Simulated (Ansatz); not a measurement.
## GeH2, quintet: the ladder up to full CI

Geometry: that of the GeH2, triplet, kept fixed. The singlet lies 8.1 eV lower here.

```xyz
3

Ge    0.0000   -0.0208    0.0000
H     0.0000    0.7490   -1.3344
H     0.0000    0.7490    1.3344
```

Basis cc-pVDZ; Ansatz 0.2.0. Only valence electrons are correlated (noble-gas cores and the filled d shells of p-block atoms frozen), which leaves 6 electrons in 23 orbitals. Prefix R: restricted or restricted open-shell reference; prefix U: unrestricted. Active spaces: valence = (6e, 6o) chosen from the atoms' valence shells. No spin–orbit coupling is included, and no scalar relativity.

Full CI is exact within this basis and frozen core; it isn't the basis-set limit. The frozen core follows each run's orbitals, which can shift R against U totals by a few meV for light atoms and by up to 0.1 eV past Ca.

For open shells CISD and CISDTQ are restricted-active-space CI with the open shells as a complete middle space.

The UHF ⟨S²⟩ is 6.006, the T1 diagnostic (RCCSD) is 0.0213 and the largest doubles amplitude (RCCSD) is 0.101.

```csv
level,E − E(full CI) (kcal/mol),share of correlation (%),wall time
RHF,53.08,0.00,–
RMP2,13.36,74.83,–
CISD,1.64,96.92,0.81 s
RCCSD,1.70,96.80,–
RCCSD(T),0.42,99.21,1.4 s
BCCD(T),0.45,99.15,1 s
RCCSDT,0.05,99.91,–
CISDTQ,0.01,99.98,3.8 s
RCCSDT(Q),-0.01,100.02,3.1 s
RCCSDTQ,-0.03,100.05,12 s
CASSCF (valence space),40.72,23.29,–
NEVPT2 (valence space),9.95,81.25,1.3 s
MRCISD (valence space),1.58,97.03,–
MRCISD+Q (valence space),-0.22,100.42,1.6 s
```

The correlation energy at full CI, counted from RHF, is -2.302 eV. That run took 5.5 s on 1 thread of Intel Xeon Platinum 8375C, shared host over 194,380 determinants.

Run but not shown, since their state or frozen core can't be matched to the reference's or they repeat it: UHF, UMP2, UCCSD, UCCSD(T), UCCSDT, UCCSDT(Q).

Times hold each run's SCF and search for its determinant on a shared host, so for small cases they say little of a method's own cost; they ran on 1 thread of Intel Xeon Platinum 8375C.

More than 5 meV below full CI, which no variational method can be: MRCISD+Q (valence space).

The full-CI state has the irrep A2 of C2v, in the program's axes.

Natural occupations of full CI about the gap: 1.927 1.021 0.990 0.988 0.974 0.035 0.009 0.009 0.009 0.008; effectively unpaired electrons, Σ n²(2−n)², 4.02.
